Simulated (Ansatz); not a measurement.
Two shapes of singlet C₆H₄.

Shape 1:

```xyz
10

C    -0.0483    0.6151   -1.2219
C     0.0067   -0.6392   -1.1825
C    -0.0221    1.4597   -0.0852
C     0.0179   -1.4137   -0.1240
C     0.0271    0.6788    1.0137
C     0.0156   -0.7219    1.0922
H     0.0344    2.5305   -0.1409
H    -0.0056   -2.5335   -0.1249
H     0.0326    1.2267    1.9694
H     0.0149   -1.1793    2.0286
```

Shape 2:

```xyz
10

C     0.0000    0.6250   -1.2300
C     0.0000   -0.6250   -1.2300
C     0.0000    1.4600   -0.1300
C     0.0000   -1.4600   -0.1300
C     0.0000    0.7000    1.0500
C     0.0000   -0.7000    1.0500
H     0.0000    2.5492   -0.1720
H     0.0000   -2.5492   -0.1720
H     0.0000    1.2219    2.0069
H     0.0000   -1.2219    2.0069
```

Basis set: cc-pVDZ (spherical functions). Correlated methods keep 6 orbitals frozen. Charge 0, multiplicity 1.

Computed with Ansatz (development build ahead of 0.2.0); each method stands on the lowest determinant of its kind that the runs found.

Question: Which shape is lower in energy, and by how much in each method?

Answer:

```
 method  E(2) − E(1) (eV)
    RHF            -0.417
RHF-MP2            -0.463
```

Shape 2 is lower.
